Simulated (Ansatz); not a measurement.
Fluorite CdF2 was calculated with PBE-D4 (Ansatz, a first-principles code, plane waves, PAW).

Numerical settings: plane-wave cutoff 520 eV, 12×12×12 k mesh, Fermi–Dirac smearing 0.01 eV, scalar-relativistic PAW data made under PBE.

Energies at three volumes about the minimum:

| V (Å³/atom) | E − E_lowest (meV/atom) |
|---|---|
| 13.187 | 1.72 |
| 13.456 | 0.00 |
| 13.725 | 1.60 |

Task: Fit a parabola by hand: where is the minimum, what lattice constant follows, and what is the bulk modulus?

Result: Slopes: (0.00 − 1.72)/(13.456 − 13.187) = -6.394 and (1.60 − 0.00)/(13.725 − 13.456) = 5.948 meV/Å³. Curvature E″ = 2 × (5.948 − (-6.394))/(13.725 − 13.187) = 45.881 meV/Å⁶. From the middle of the first interval, the slope vanishes at V0 = 13.3215 − (-6.394)/45.881 = 13.461 Å³/atom. B = V0 E″ = 13.461 × 45.881 meV/Å³ × 0.1602 GPa per meV/Å³ = 99.0 GPa. With 12 atoms in the cube, a = (12 × 13.461)^(1/3) = 5.446 Å. The full Birch–Murnaghan fit to all volumes gives V0 = 13.456 Å³/atom and B0 = 98.8 GPa.

Measured, for comparison: lattice constant a 5.388 Å (temperature not stated, copied from a table, unchecked, no zero-point or thermal correction; as tabulated in Crystal Structures 1, 239 (1963)).
